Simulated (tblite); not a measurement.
C₅H₁₀Cl (doublet state).
Z-matrix (Å and degrees, GFN2-xTB geometry), rows numbered from 1:
```
C 
C   1  1.5265
C   2  1.4795  1  112.68
C   3  1.4292  2  122.78  1   157.97
C   4  1.5110  3  116.44  2  -161.93
Cl  4  1.9457  3  106.79  2    80.99
H   1  1.0874  2  110.31  3   -60.43
H   1  1.0873  2  110.58  3    59.60
H   1  1.0871  2  110.36  3   179.63
H   2  1.0940  1  110.30  3   123.12
H   2  1.1003  1  108.45  3  -120.76
H   3  1.0789  2  117.78  1   -33.89
H   4  1.0894  3  113.83  2   -28.06
H   5  1.0866  4  110.78  3  -171.20
H   5  1.0892  4  109.11  3    69.19
H   5  1.0869  4  110.56  3   -50.42
```

Computed geometry: GFN2-xTB, gas phase. This method treats the open shell by occupation alone, without spin polarisation.

Take the most abundant isotopes and a rigid rotor. The values belong to one conformer with, in the numbering `[CH3:1][CH2:2][CH:3][C@H:4]([CH3:5])[Cl:6]`, C1–C2–C3–C4 158°, C2–C3–C4–C5 -162°.

(1) Give the principal moments of inertia and the rotational constants in MHz.

(2) Classify the top.

(3) What does the inertial defect say?

(4) Give the other two planar moments, Paa and Pbb, and the rms extents of the mass along the axes.

(5) Where do the levels up to J = 4 lie, in MHz?

Results:

(1) Ia = 110.99, Ib = 350.33, Ic = 434.34 u·Å²; 505379 MHz·u·Å²/I gives A = 4553, B = 1443, C = 1164 MHz.

(2) An asymmetric top; Ray's κ = -0.835.

(3) Not planar: Δ = Ic − Ia − Ib = -26.98 u·Å². For a rigid frame Δ = −2 Σ m c², so Σ m c² = 13.49 u·Å² lies off the ab plane: 9.01 from hydrogen and 4.48 from heavier atoms. The atom farthest from that plane is 1.47 Å away.

(4) Paa = Σ m a² = (Ib + Ic − Ia)/2 = 336.84 and Pbb = Σ m b² = (Ia + Ic − Ib)/2 = 97.50 u·Å². With the mass M = 105.05 u, the rms extents √(P/M) along a, b and c are 1.79, 0.96, 0.36 Å.

(5) Above 0(0,0):
J = 1: 1(0,1) 2606, 1(1,1) 5717, 1(1,0) 5996
J = 2: 2(0,2) 7800, 2(1,2) 10650, 2(1,1) 11487, 2(2,1) 20819, 2(2,0) 20837
J = 3: 3(0,3) 15548, 3(1,3) 18039, 3(1,2) 19712, 3(2,2) 28637, 3(2,1) 28727, 3(3,1) 44899, 3(3,0) 44900
J = 4: 4(0,4) 25797, 4(1,4) 27872, 4(1,3) 30657, 4(2,3) 39048, 4(2,2) 39312, 4(3,2) 55358, 4(3,1) 55363, 4(4,1) 78078, 4(4,0) 78078
Those of J = 1 are B + C, A + C and A + B.

For this open shell read J as N, the rotation without spin; fine and hyperfine splittings come on top. Its GFN2-xTB frequencies are all real (lowest 21 cm⁻¹). These are rigid-rotor constants of the computed structure; measured ground-state constants (B0) also hold zero-point vibration.
